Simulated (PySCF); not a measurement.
# C₂H₅OS radical: open-shell or spin-flip excitations

Wanted: open-shell or spin-flip excitations for C₂H₅OS radical (`[CH2][S@@](C)=O`).

Programs: PySCF 2.14.0, with routines of our own; each step states its level. All values are computed. Atoms count from 0.

### Step 1. The system as given

9 atoms, charge 0, multiplicity 2; geometry from: GFN2-xTB.

### Step 2. Open-shell or spin-flip excitations: unrestricted TDA wB97X-D/def2-SVPD

What the job is given:

```
{"job": {"kind": "uabs", "xc": "wB97X-D", "basis": "def2-SVPD", "nstates": 10, "tda": true}, "charge": 0, "multiplicity": 2}
C      1.447475    -0.275651    -0.232478
S      0.149920     0.840847    -0.453571
C     -1.248689    -0.240026     0.153834
O      0.290941     1.926289     0.513397
H      2.368839     0.106022     0.167014
H      1.509845    -1.068643    -0.955129
H     -1.275665    -1.128413    -0.463939
H     -2.165526     0.329693     0.052612
H     -1.063578    -0.484124     1.193080
```

With the program's defaults for keys left out, this is: unrestricted TDA wB97X-D/def2-SVPD, vertical, gas phase, core orbitals frozen in the response.

Started as:

```console
OMP_NUM_THREADS=1 python excited_run.py task.json out
```

This one command runs all jobs of the session in turn.

The log of the run:

```text
coarse grid: 7984 points
cycle   1  E = -552.0122715440  dE =  6.856e-01  |g| = 6.004e-01  |ddm| = 2.519e+00
cycle   2  E = -551.7312183984  dE =  2.811e-01  |g| = 1.051e+00  |ddm| = 1.391e+00
cycle   3  E = -552.1668710259  dE = -4.357e-01  |g| = 5.739e-02  |ddm| = 8.791e-01
cycle   4  E = -552.1686330197  dE = -1.762e-03  |g| = 3.067e-02  |ddm| = 1.171e-01
cycle   5  E = -552.1693518254  dE = -7.188e-04  |g| = 8.688e-03  |ddm| = 5.521e-02
cycle   6  E = -552.1695185076  dE = -1.667e-04  |g| = 4.057e-03  |ddm| = 2.619e-02
cycle   7  E = -552.1695924497  dE = -7.394e-05  |g| = 2.410e-03  |ddm| = 2.132e-02
cycle   8  E = -552.1696133297  dE = -2.088e-05  |g| = 1.086e-03  |ddm| = 1.251e-02
cycle   9  E = -552.1696178415  dE = -4.512e-06  |g| = 4.686e-04  |ddm| = 6.503e-03
final grid: 72232 points
cycle  10  E = -552.2340946022  dE = -5.408e-05  |g| = 2.268e-03  |ddm| = 4.832e-02
cycle  11  E = -552.2340972113  dE = -2.609e-06  |g| = 1.748e-03  |ddm| = 6.972e-03
cycle  12  E = -552.2340986908  dE = -1.480e-06  |g| = 6.637e-04  |ddm| = 2.482e-03
cycle  13  E = -552.2340989777  dE = -2.869e-07  |g| = 3.957e-04  |ddm| = 1.173e-03
cycle  14  E = -552.2340990873  dE = -1.095e-07  |g| = 9.677e-05  |ddm| = 6.562e-04
cycle  15  E = -552.2340991056  dE = -1.839e-08  |g| = 2.924e-05  |ddm| = 3.744e-04
cycle  16  E = -552.2340991075  dE = -1.826e-09  |g| = 1.311e-05  |ddm| = 1.277e-04
cycle  17  E = -552.2340991077  dE = -2.708e-10  |g| = 6.124e-06  |ddm| = 4.146e-05
converged SCF energy = -552.2340991077

Static polarisability (au): isotropic 52.015, principal 42.138 53.552 60.353

<S^2> of the reference = 0.7579 (exact 0.7500)

Excitations
state   eV       nm        f      <S^2>   main configurations
  1   2.9295    423.2   0.02832   0.799   Hb->Lb 0.94
  2   3.8891    318.8   0.00569   0.812   H-1b->Lb 0.95
  3   5.1683    239.9   0.00736   1.711   Ha->L+1a 0.64, Hb->L+2b 0.10, Ha->L+4a 0.08
  4   5.8618    211.5   0.02369   1.373   Ha->L+2a 0.44, Ha->L+5a 0.17, Ha->La 0.12
  5   6.0251    205.8   0.00677   1.304   Hb->L+2b 0.50, Ha->La 0.14
  6   6.1324    202.2   0.02576   1.213   Ha->La 0.65, Hb->L+2b 0.09
  7   6.3266    196.0   0.00184   0.815   H-2b->Lb 0.78, H-4b->Lb 0.09
  8   6.6396    186.7   0.02099   1.333   Ha->L+3a 0.26, Ha->L+2a 0.20, Ha->L+5a 0.10, Ha->L+4a 0.08
  9   6.8685    180.5   0.00036   2.591   H-1b->L+2b 0.34, H-2a->L+1a 0.28
 10   6.8845    180.1   0.06033   1.456   Hb->L+1b 0.21, Ha->L+3a 0.19, Hb->L+3b 0.17, Hb->L+6b 0.13
```

It took 19 s on 1 thread of Arm Neoverse V1, shared host; peak memory 0.55 GiB.

In short:

```
quantity  value
    ⟨S²⟩  0.758
```

Löwdin spin populations:

```
atom  value (e)
  C0       0.69
  S1       0.12
  C2       0.08
  O3       0.02
  H4       0.04
  H5       0.04
  H6       0.00
  H7       0.00
  H8       0.00
```

With diffuse functions Löwdin's scheme smears the spin, so small populations can have the wrong sign.

### Step 3. Open-shell or spin-flip excitations: unrestricted TDA M06/pcseg-2

Settings changed since step 2:

```diff
@@ -1,2 +1,2 @@
-{"job": {"kind": "uabs", "xc": "wB97X-D", "basis": "def2-SVPD", "nstates": 10, "tda": true}, "charge": 0, "multiplicity": 2}
+{"job": {"kind": "uabs", "xc": "M06", "basis": "pcseg-2", "nstates": 10, "tda": true, "scf": {"conv": 1e-06, "fallback": true}}, "charge": 0, "multiplicity": 2}
 C      1.447475    -0.275651    -0.232478
```

Method: unrestricted TDA M06/pcseg-2, vertical, gas phase, core orbitals frozen in the response.

The log of the run:

```text
final grid: 72232 points
cycle   1  E = -552.3412512220  dE =  6.509e-01  |g| = 6.367e-01  |ddm| = 1.733e+00
cycle   2  E = -551.2883031771  dE =  1.053e+00  |g| = 1.634e+00  |ddm| = 2.408e+00
cycle   3  E = -552.4701819159  dE = -1.182e+00  |g| = 2.311e-01  |ddm| = 2.140e+00
cycle   4  E = -552.4937465356  dE = -2.356e-02  |g| = 1.024e-01  |ddm| = 2.981e-01
cycle   5  E = -552.4993209056  dE = -5.574e-03  |g| = 2.480e-02  |ddm| = 1.115e-01
cycle   6  E = -552.4996506296  dE = -3.297e-04  |g| = 9.395e-03  |ddm| = 3.030e-02
cycle   7  E = -552.4997368120  dE = -8.618e-05  |g| = 6.199e-03  |ddm| = 1.684e-02
cycle   8  E = -552.4997756531  dE = -3.884e-05  |g| = 2.910e-03  |ddm| = 1.180e-02
cycle   9  E = -552.4997869113  dE = -1.126e-05  |g| = 9.587e-04  |ddm| = 8.769e-03
cycle  10  E = -552.4997879379  dE = -1.027e-06  |g| = 3.202e-04  |ddm| = 2.713e-03
cycle  11  E = -552.4997880213  dE = -8.337e-08  |g| = 8.506e-05  |ddm| = 5.982e-04
converged SCF energy = -552.4997880213

Static polarisability (au): isotropic 50.366, principal 38.657 51.830 60.613

<S^2> of the reference = 0.7571 (exact 0.7500)

Excitations
state   eV       nm        f      <S^2>   main configurations
  1   2.6458    468.6   0.02864   0.783   Hb->Lb 0.95
  2   3.5586    348.4   0.00552   0.796   H-1b->Lb 0.96
  3   4.9947    248.2   0.01478   1.379   Ha->L+2a 0.49, Ha->L+1a 0.24, Ha->L+3a 0.08
  4   5.2352    236.8   0.00722   0.951   Ha->La 0.88, Ha->L+1a 0.09
  5   5.5047    225.2   0.03420   1.141   Ha->L+1a 0.46, Ha->L+2a 0.29, Ha->L+5a 0.12
  6   5.8769    211.0   0.00859   1.292   H-2b->Lb 0.39, Hb->L+3b 0.25, Hb->L+2b 0.14
  7   5.9417    208.7   0.00794   1.176   H-2b->Lb 0.47, Hb->L+3b 0.19, Hb->L+2b 0.15
  8   6.1060    203.1   0.00190   1.287   Ha->L+5a 0.53, Ha->L+3a 0.10, Ha->L+1a 0.09
  9   6.1833    200.5   0.00287   1.702   Hb->L+1b 0.84
 10   6.2172    199.4   0.01029   1.082   Ha->L+3a 0.67, Ha->L+5a 0.12
```

It took 56 s on 1 thread of Arm Neoverse V1, shared host; peak memory 0.69 GiB.

Key values:

```
quantity  value
    ⟨S²⟩  0.757
```

### Step 4. Outcome

| quantity | value |
| --- | --- |
| lowest and brightest state of nearly pure spin, of 10 (step 2, unrestricted TDA wB97X-D/def2-SVPD) | 2.93 eV; 2.93 eV, f = 0.028 |
| lowest and brightest state of nearly pure spin, of 10 (step 3, unrestricted TDA M06/pcseg-2) | 2.65 eV; 2.65 eV, f = 0.029 |

What this shows: States whose ⟨S²⟩ lies well above the reference's are mixtures of spin states, an artefact of the unrestricted response, and are left out of the summary. The lowest state of nearly pure spin runs from 2.65 to 2.93 eV over the runs.
